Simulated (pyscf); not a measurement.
O=Si: (SMILES O=[Si]) [singlet] + NH₃ (SMILES N) -> H₂N–SiH=O (SMILES N[SiH]=O), an insertion (singlet surface; H–N broken, N–Si, H–Si formed). PySCF, gas phase, ωB97X-D3(BJ)/def2-SVP geometries. Correlated levels are frozen-core, on RHF or UHF. ΔMP2 is the change of the MP2 total energy from the triple- to the quadruple-zeta basis. Energies in kJ/mol from the separated reactants.

Small-basis levels: PySCF, no dispersion term, spherical d functions. AM1 to PM7: differences of heats of formation from MOPAC. Cost: rough CPU time at the saddle relative to B3LYP/6-31G*, from one job on a shared machine.

```
level                             barrier  reaction energy        cost
--------------------------------  -------  ---------------  ----------
HF/STO-3G                           408.7            -16.6        0.05
HF/3-21G                            248.5            -71.0        0.06
HF/6-31G*                           284.9            -94.9        0.08
MP2/6-31G*                          212.3            -79.0        0.09
PBE/6-31G*                          145.0            -94.8           1
B3LYP/STO-3G                        243.6            -40.4         0.6
B3LYP/3-21G                         151.8            -77.9         0.8
B3LYP/LANL2DZ                       184.8            -71.6         0.7
B3LYP/6-31G*                        188.0            -86.9           1
B3LYP/6-311+G**                     197.1            -78.7           2
PM3                                  90.2           -100.5  under 0.02
PM7                                 110.2           -223.0  under 0.02
CCSD(T)/def2-TZVPP + ΔMP2(QZVPP)    192.3            -97.5           –
```

Against the last row the barrier runs from -102.2 (PM3) to +216.4 kJ/mol (HF/STO-3G). CCSD(T)/def2-TZVPP + ΔMP2(QZVPP) has limits of its own. On the reactant side the descent ends in a bound adduct (not fully relaxed), 48.4 kJ/mol under the separated species and 230.7 kJ/mol under the saddle at ωB97X-D3(BJ)/def2-TZVP. At ωB97X-D3(BJ) the barrier from the zero used here is 182.3 kJ/mol. The same reactants have a lower exit, to H₂N–Si:–OH [singlet] (barrier +28.3 kJ/mol at ωB97M-D3(BJ), against +193.8 kJ/mol here). H₂N–SiH=O lies 24.1 kJ/mol over its isomer H₂N–Si:–OH [singlet] (electronic energy, ωB97M-D3(BJ)). One saddle was located; it need not be the lowest between these sides. The CCSD(T) − MP2 part came from Ansatz, without density fitting, on the same reference.
